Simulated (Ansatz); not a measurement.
in.yaml

```yaml
crystal:
  periodic: [false, false, false]
  atoms:
    - {symbol: Si, position_ang: [0.000000, -0.043771, 1.020022]}
    - {symbol: B, position_ang: [0.000000, -0.068609, -2.515891]}
    - {symbol: H, position_ang: [0.000000, 1.174361, 1.915576]}
    - {symbol: H, position_ang: [0.000000, 0.781170, -3.352693]}
basis:
  gaussian: {orbitals: cc-pVDZ}
magnetization: {spin_polarized: false, initial_magnetization: 3}
correlation: {method: bccd_t, electrons: outside_noble_gas}
```

```sh
$ ansatz run in.yaml --threads 1 --pin off --events-out ev --progress --plain --max-ram 2816MiB --backend cpu
```

Log:

```
406 factors; integrals over basis functions are off by at most 1.1e-3 eV
mean field evaluation 1: about -8555.2178 eV, gradient 1.2e1 eV
mean field evaluation 2: about -8555.2319 eV, gradient 1.2e1 eV
mean field evaluation 4: about -8556.6202 eV, gradient 7.8e0 eV
mean field evaluation 8: about -8558.6368 eV, gradient 2.4e0 eV
mean field evaluation 16: about -8558.9942 eV, gradient 8.6e-2 eV
mean field evaluation 32: about -8557.4461 eV, gradient 3.4e0 eV
mean field evaluation 64: about -8558.6840 eV, gradient 1.6e-1 eV
mean field evaluation 96: about -8558.9943 eV, gradient 5.0e-2 eV
mean field evaluation 128: about -8558.9911 eV, gradient 1.1e-1 eV
mean field evaluation 160: about -8558.9925 eV, gradient 1.7e-1 eV
...
mean field -8558.99452254 eV, -314.5372472085 hartree, gradient 2.5e-6 eV, S^2 3.750000; 20 other end points of the search recorded, 0 dependent functions left out
...
determinant -8558.99452254 eV, -314.5372472085 hartree, with singles and doubles -8563.12523736 eV, -314.6890481780 hartree
determinant -8558.94222387 eV, -314.5353252679 hartree, with singles and doubles -8563.05603102 eV, -314.6865048921 hartree
determinant -8558.87965990 eV, -314.5330260844 hartree, with singles and doubles -8562.98770726 eV, -314.6839940402 hartree
determinant -8558.68440801 eV, -314.5258507098 hartree, with singles and doubles -8562.80181183 eV, -314.6771625091 hartree
determinant -8558.49981638 eV, -314.5190670924 hartree, with singles and doubles -8562.81277245 eV, -314.6775653044 hartree
determinant -8557.61422030 eV, -314.4865220366 hartree, with singles and doubles -8562.72006957 eV, -314.6741585364 hartree
determinant -8558.99452254 eV, -314.5372472085 hartree, with singles and doubles -8563.13266544 eV, -314.6893211550 hartree
determinant -8558.94222387 eV, -314.5353252679 hartree, with singles and doubles -8563.05978849 eV, -314.6866429766 hartree
determinant -8558.87965990 eV, -314.5330260844 hartree, with singles and doubles -8562.98842099 eV, -314.6840202693 hartree
determinant -8558.68440801 eV, -314.5258507098 hartree, with singles and doubles -8562.80210219 eV, -314.6771731797 hartree
determinant -8558.49981638 eV, -314.5190670924 hartree, with singles and doubles -8562.83585437 eV, -314.6784135494 hartree
determinant -8557.61422030 eV, -314.4865220366 hartree, with singles and doubles -8562.86499874 eV, -314.6794845852 hartree
6 core orbitals not correlated: weight in the atoms' cores, before any rotation towards them, 1.000 or more for the frozen orbitals, at most 0.000 for the correlated occupied ones
reference -8558.99452254 eV, -314.5372472085 hartree; 6, 3 occupied and 30, 33 virtual orbitals, 406 factors
second order -2.97906075 eV of doubles, -0.08678838 eV of singles
...
cycle   6  -4.13338120 eV  change    1.7e-4 eV  update   5.7e-4
cycle   7  -4.13333310 eV  change    4.8e-5 eV  update   2.9e-4
cycle   8  -4.13338012 eV  change   -4.7e-5 eV  update   1.5e-4
cycle   9  -4.13339623 eV  change   -1.6e-5 eV  update   9.5e-5
cycle  10  -4.13339643 eV  change   -2.0e-7 eV  update   6.5e-5
cycle  11  -4.13340321 eV  change   -6.8e-6 eV  update   4.4e-5
cycle  12  -4.13341504 eV  change   -1.2e-5 eV  update   2.8e-5
cycle  13  -4.13342673 eV  change   -1.2e-5 eV  update   1.8e-5
cycle  14  -4.13343149 eV  change   -4.8e-6 eV  update   1.1e-5
cycle  15  -4.13343253 eV  change   -1.0e-6 eV  update   5.4e-6
perturbative correction -0.09696881 eV, -0.0035635381 hartree
Total energy: -8563.22492388 eV, -314.6927115903 hartree
```

For the same geometry and basis RCCSDTQ lies 136.9 meV lower.

Ran on 1 thread of AMD EPYC 7R13, shared host: 11 s wall, 0.17 GiB peak host memory.
